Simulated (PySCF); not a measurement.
# Isomerisation enthalpies of C3H5N

**The experiment to reproduce.**

CRC Handbook of Chemistry and Physics lists, for the gas at 298.15 K: enthalpy of formation of `CCC#N` (ethyl cyanide) 51.7 kJ/mol; enthalpy of formation of `[C-]#[N+]CC` (ethyl isocyanide) 141.7 kJ/mol.

The results are set against them at the end.

Differences of these values give the isomerisation enthalpies. Geometries: PBE0-D3(BJ)/def2-SVP; runs in PySCF, gas phase, with a dispersion term only where the level names one. Total electronic energies (Eh):

```csv
SMILES,PBE0-D3(BJ)/def2-SVP
CCC#N,-171.73334
[C-]#[N+]CC,-171.70000
```

Geometry of `CCC#N` (Å):
```
atom  x, y, z in Å
C1    -0.9633    0.2969   -0.0145
C2     0.3565   -0.3922   -0.3545
C3     1.4389   -0.0292    0.5536
N4     2.2830    0.2727    1.2854
H5    -1.7436   -0.0143   -0.7233
H6    -1.2956    0.0358    1.0004
H7    -0.8641    1.3903   -0.0687
H8     0.2444   -1.4884   -0.3253
H9     0.6766   -0.1410   -1.3788
```

Geometry of `[C-]#[N+]CC` (Å):
```
atom  x, y, z in Å
C1     2.246   -0.382   -1.236
N2     1.344    0.068   -0.636
C3     0.233    0.576    0.079
C4    -0.857   -0.467    0.265
H5     0.592    0.942    1.054
H6    -0.154    1.451   -0.467
H7    -1.229   -0.822   -0.707
H8    -1.698   -0.032    0.822
H9    -0.477   -1.334    0.825
```

Zero-point and thermal terms are left out, so the computed numbers are electronic energies.

**Comparison with experiment**

Relative to `CCC#N`, the lowest by measurement, in kJ/mol (measured: enthalpies at 298.15 K; computed: electronic energies):

```
     SMILES  measured  PBE0-D3(BJ)/def2-SVP
      CCC#N       0.0                   0.0
[C-]#[N+]CC      90.0                  87.5
```

Measured values: 51.7 kJ/mol (298.15 K; CRC Handbook of Chemistry and Physics) for the first row; the others come from the same table. Unsigned miss: PBE0-D3(BJ)/def2-SVP 2.5 kJ/mol. Where a level misses, the cause wasn't examined.
